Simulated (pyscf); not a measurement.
Structures and frequencies: ωB97X-D3(BJ)/def2-SVP in PySCF.

SMILES: C[CH](C)[Al]([Cl])[Cl]
```xyz
13

C     -1.3120    -0.3495     0.4288
C     -0.2395    -0.0375    -0.6269
C     -0.4633    -0.8160    -1.9330
Al    -0.0519     1.8740    -0.9388
Cl    -0.5296     3.2834     0.5374
Cl     0.6557     2.6251    -2.7636
H     -1.1327     0.1863     1.3745
H     -1.3431    -1.4298     0.6546
H     -2.3182    -0.0635     0.0772
H      0.7426    -0.3446    -0.2133
H      0.3241    -0.6149    -2.6767
H     -1.4279    -0.5514    -2.3993
H     -0.4813    -1.9042    -1.7474
```
Charge 0, spin multiplicity 1.

### Question
How much does it cost (ΔH, 298 K, ωB97M-D3(BJ)/def2-TZVP) to split H₃C–CH(CH₃)–Al(Cl)–Cl (SMILES C[CH](C)[Al]([Cl])[Cl]) at its Al–C bond into H₃C–CH•–CH₃ + [Cl–Al–Cl]•?

### Answer
Al–C to H₃C–CH•–CH₃ + [Cl–Al–Cl]•: 3.22 eV. The 7 functionals that were run give +2.79 (r²SCAN) to +3.25 eV (ωB97X-D3(BJ)). The radicals are drawn with the spin at the cut bond; how far it spreads was not checked. Other isomers of H₃C–CH•–CH₃ were not searched in full and may lie lower.
